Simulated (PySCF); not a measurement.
# Computed properties of C4H10, SMILES CC(C)C

C4H10, SMILES CC(C)C. Geometry: r2SCAN-D4/def2-SVP. Other conformers were not sampled. All values are computed for the isolated molecule unless a solvent is named; none is compared with measurement here.

**Structure.** The optimised structure has C3v symmetry. All 36 harmonic modes at r2SCAN-D4/def2-SVP (PySCF) are real, so it is a minimum. With heavy atoms numbered as in [CH3:1][CH:2]([CH3:3])[CH3:4], the shortest bond between them is C1–C2 at 1.529 Å and the longest C2–C3 at 1.529 Å.

**Vibrations.** The strongest infrared lines (harmonic, unscaled, degenerate partners summed) lie at 3122 cm⁻¹ (84 km/mol, H 91 %, C 9 %), 3114 cm⁻¹ (76 km/mol, H 91 %, C 9 %), 3016 cm⁻¹ (73 km/mol, H 97 %). The softest mode is at 220 cm⁻¹ and the zero-point energy is 82.1 kcal/mol.

**Electronic structure.** ωB97X/def2-TZVP (PySCF) places the frontier levels at -11.43 and 3.06 eV, a gap of 14.49 eV, and gives a dipole moment of 0.14 D and a mean polarisability of 51.4 bohr³.

**Excitations.** TDDFT-PBE0/def2-SVPD (PySCF) has S1 at 8.55 eV (145 nm, f = 0.008, weak); the most intense of the 10 singlets computed lies at 9.62 eV (f = 0.25). Strengths of degenerate partners are summed. T1 (TDA) is at 8.27 eV. No vertical singlet excitation falls in the visible range (under 3.1 eV).

**NMR.** GIAO shifts at B3LYP/pcSseg-1 (PySCF) (non-relativistic, atoms alike by connectivity averaged): ¹³C from 29.1 to 30.6 ppm against TMS; ¹H from 1.3 to 1.9 ppm against TMS.
